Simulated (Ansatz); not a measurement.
Input file:

```yaml
crystal:
  periodic: [false, false, false]
  atoms:
    - {symbol: As, position_ang: [0.065559, 0.050027, 1.961843]}
    - {symbol: As, position_ang: [-0.041474, -0.062009, -1.991121]}
    - {symbol: H, position_ang: [-1.274914, 0.757720, 2.115448]}
    - {symbol: H, position_ang: [-0.558325, -1.329770, 2.114875]}
    - {symbol: H, position_ang: [0.042987, 1.462744, -2.054024]}
basis:
  gaussian: {orbitals: cc-pVDZ}
magnetization: {spin_polarized: false, initial_magnetization: 1}
correlation: {method: mp2, electrons: outside_noble_gas}
accuracy: high
scf: {lower_state_search: full}
```

```sh
$ ansatz run in.yaml --threads 1 --pin off --events-out ev --progress --plain --max-ram 2393MiB
```

Question: Roughly how long does this take on 1 thread of Arm Neoverse V1, shared host, and how much host memory?

Answer: 19 s wall and 0.32 GiB.

```
1397 factors; integrals over basis functions are off by at most 4.5e-9 eV
mean field evaluation 1: about -121633.1869 eV, gradient 1.0e1 eV
mean field evaluation 2: about -121633.1920 eV, gradient 1.0e1 eV
mean field evaluation 4: about -121633.8825 eV, gradient 2.1e0 eV
mean field evaluation 8: about -121633.9114 eV, gradient 4.5e-4 eV
mean field evaluation 16: about -121633.3471 eV, gradient 1.9e0 eV
mean field evaluation 32: about -121634.1270 eV, gradient 2.2e-2 eV
mean field evaluation 64: about -121634.0748 eV, gradient 2.2e0 eV
mean field evaluation 96: about -121634.1062 eV, gradient 8.5e-1 eV
mean field evaluation 128: about -121634.1233 eV, gradient 7.7e-2 eV
mean field evaluation 160: about -121634.0951 eV, gradient 5.2e-1 eV
mean field evaluation 192: about -121634.0214 eV, gradient 9.0e-2 eV
mean field -121634.12225441 eV, -4469.9715462803 hartree, gradient 3.5e-8 eV, S^2 0.750000; 17 other end points of the search recorded, 0 dependent functions left out
mean field evaluation 224: about -121634.0238 eV, gradient 2.1e0 eV
unrestricted determinant -121636.16093620 eV, -4470.0464664544 hartree, S^2 1.7327
28 core orbitals not correlated: weight in the atoms' cores, before any rotation towards them, 1.000 or more for the frozen orbitals, at most 0.000 for the correlated occupied ones
reference -121634.12225441 eV, -4469.9715462803 hartree; 7, 6 occupied and 34, 35 virtual orbitals, 1397 factors
second order -5.10229104 eV of doubles, -0.06168453 eV of singles
Total energy: -121639.28622998 eV, -4470.1613188821 hartree
```
